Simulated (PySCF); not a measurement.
Gas-phase reaction: 2 SiH4 → Si2H6 + 2 H

Energies from PySCF, thermal terms from the rigid-rotor harmonic-oscillator model, ideal gas at 1 bar. † marks an energy on the PBE0/def2-TZVP geometry and frequencies; other levels use their own. CCSD(T) freezes the core. 6-31G* has spherical d functions here. Open shells (unrestricted): H (multiplicity 2); the rest are closed-shell singlets. CCSD(T) isn't extrapolated to the basis-set limit.

BLYP/def2-TZVP† gives ΔH°(298 K) = 454 kJ.

Question: What do M06-2X/def2-TZVP†, HF/6-31G*, CCSD(T)/def2-SVP† give?

Answer: M06-2X/def2-TZVP†: 443 kJ; HF/6-31G*: 360 kJ; CCSD(T)/def2-SVP†: 439 kJ. For scale, ΔH°(298 K) is 454 kJ at this level, 449 kJ at ωB97M-V/def2-TZVP†, and runs from 360 to 460 kJ over the 19 levels computed.
